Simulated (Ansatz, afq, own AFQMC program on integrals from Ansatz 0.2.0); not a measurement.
## N2H2, singlet: AFQMC among the cluster methods

```yaml
atoms:
  - { symbol: N, position_ang: [0.0000, -0.1891, 0.5853] }
  - { symbol: N, position_ang: [0.0000, 0.1891, -0.5853] }
  - { symbol: H, position_ang: [0.0000, 0.6598, 1.1746] }
  - { symbol: H, position_ang: [0.0000, -0.6598, -1.1746] }
```

Connectivity, by distances: NH–NH.

Basis cc-pVDZ. Noble-gas cores (and the filled d shells of Ga–Kr and In–Xe) are frozen. AFQMC by an in-house program on the Cholesky factors that Ansatz 0.2.0 writes for its CCSD(T) run. ph-AFQMC/CISD is guided by a CISD state made of CCSD amplitudes; releasing the constraint for a short imaginary time cuts its bias at the price of noise, slowly where states lie close. Free AFQMC starts from the CCSD state and is never constrained. Its projection time is finite, and what remains of the start isn't in its error. Uncertainties: one standard error, sampling alone.

Determinant: RHF, the one that the program's search chose, which needn't be the lowest solution. The geometry is a point of a scan.

No full CI on the walks' own integrals is used here; CCSDT(Q) serves as the reference and is uncertain by about the last step of the cluster series.

Cautions: restricted determinant unstable towards unrestricted (UHF 21 meV lower, ⟨S²⟩ 0.14).

The T1 diagnostic is 0.0109, the weight of the determinant in the CISD state is 0.883 and the size of the correlated space is 12 electrons in 36 orbitals.

```tsv
level	correlation energy (eV)
MP2	-8.9276
CCSD	-9.4375
CCSD(T)	-9.7473
```

(1) Estimate where phaseless AFQMC with the Hartree–Fock trial lies against CCSD(T) on the same integrals.

(1) 0.0 ± 8.7 kJ/mol below CCSD(T). The gap is under twice the noise, so this walk alone can't tell the two apart.

Reference: CCSDT(Q), correlation energy -9.789 eV. The released energy is read at 2.40 1/Eh (meV from the phaseless value at times in 1/Eh: 1 ± 20 at 0.24, -10 ± 17 at 0.51, 4 ± 22 at 0.99, -21 ± 22 at 1.62, -31 ± 26 at 2.40).

```
         level  E − E(reference) (kJ/mol)  share of correlation (%)
       CCSD(T)                        4.0                     99.57
         CCSDT                        3.2                     99.66
   ph-AFQMC/HF                  4.0 ± 8.7                     99.57
 ph-AFQMC/CISD                  0.3 ± 1.9                     99.97
released AFQMC                 -2.7 ± 2.5                    100.29
    free AFQMC                  1.2 ± 2.8                     99.88
```

Free projections are given only where their last times agree within the noise and don't stop above the reference; a slow remainder of the start can still hide under it. A walk keeps the symmetry of its determinant, which the program's search chose and which needn't be the lowest solution, so a lower state of the same spin and another symmetry isn't excluded. Released energies are given only where the last usable release times agree within the noise; a slower fall can still hide under it.
